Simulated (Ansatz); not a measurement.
C2H6FNO, SMILES `CNC(O)F`, relaxed with RKS PBE0-D4/def2-TZVP in Ansatz from a PBE-D4/def2-SVP geometry. The force threshold is 0.005 eV/Å; the program also tests the step.

The species carries charge 0 and has multiplicity 1.

Start:

```xyz
11

C    -0.058    0.813   -1.062
N     0.559    0.419    0.202
C     0.134   -0.824    0.749
O    -1.202   -0.777    1.135
F     0.199   -1.882   -0.160
H     0.243    0.180   -1.927
H    -1.158    0.737   -0.961
H     0.193    1.868   -1.286
H     1.582    0.467    0.164
H     0.826   -1.095    1.586
H    -1.317    0.094    1.561
```

Problem. By how much does the energy fall, and how many steps does the optimiser take? (Estimate.)

Solution. Ansatz gave: 4.42 kJ/mol, in 7 steps, 1 of them rejected.

Problem. Which bonds change most? (Best estimate.)

Solution. The calculation gave: C3–H10 from 1.120 to 1.098 Å; C1–H6 from 1.114 to 1.095 Å; C1–H7 from 1.107 to 1.090 Å; C1–H8 from 1.108 to 1.091 Å.

Problem. Give the relaxed structure. (An estimate is asked.)

Solution. Computed: 
```xyz
11

C    -0.062    0.809   -1.060
N     0.552    0.423    0.201
C     0.141   -0.812    0.744
O    -1.185   -0.788    1.136
F     0.212   -1.856   -0.160
H     0.214    0.157   -1.896
H    -1.147    0.782   -0.957
H     0.229    1.833   -1.297
H     1.560    0.472    0.160
H     0.816   -1.082    1.567
H    -1.332    0.062    1.561
```
